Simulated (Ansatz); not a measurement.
Program: Ansatz. Geometries: PBE0-D4/def2-TZVP. ΔE: electronic, gas phase. CCSD(T)/CBS adds triple-zeta CCSD(T) − MP2 to the extrapolated MP2 energy (def2 sets, frozen cores). This one scheme is used for every species, atoms too. Functionals use def2-TZVPP. B3LYP here is the variant with VWN-RPA as its local correlation; programs differ in this. No spin–orbit coupling; open shells (•) take unrestricted orbitals. Spin–orbit coupling would lower the free atoms: a little for C, Si.

Consider the atomization: `[SiH2]C[SiH3]`• → C• + 7 H• + 2 Si•.

```csv
level,ΔE (eV),difference from CCSD(T)/CBS
PBE-D4,32.07,-0.14
revPBE-D4,31.67,-0.54
PBE0-D4,32.02,-0.19
r2SCANh-D4,32.26,0.05
ωB97M-V,32.22,0.01
B2PLYP,31.80,-0.41
revPBE,31.05,-1.16
B3LYP,31.92,-0.29
r2SCANh,32.21,0.00
HF/def2-SVP,24.80,-7.41
CCSD/def2-SVP,30.17,-2.04
HF/def2-TZVPP,24.88,-7.33
SCS-MP2/def2-TZVPP,31.61,-0.60
CCSD/def2-TZVPP,31.23,-0.98
MP2/CBS(def2),32.05,-0.16
CCSD/CBS(def2),31.95,-0.26
CCSD(T)/CBS,32.21,0
```

Largest T1 diagnostic among the species: 0.013.

From r2SCAN to r2SCAN0 (25 % exact exchange), in def2-TZVPP and without D4, ΔE moves by −0.16 eV: exact exchange takes away binding that semilocal exchange gives to molecules. At CCSD(T), def2-SVP lies −1.84 eV from the extrapolated value and def2-TZVPP −0.72 eV: correlation converges slowly with the basis, and small sets miss more of it in the bonded molecule than in its fragments.

For atomizations the MP2-based limit and the directly extrapolated one differ by several kJ/mol either way, and by 10 to 25 for some Ge, Se and Sn compounds, so smaller differences from it don't rank the levels.
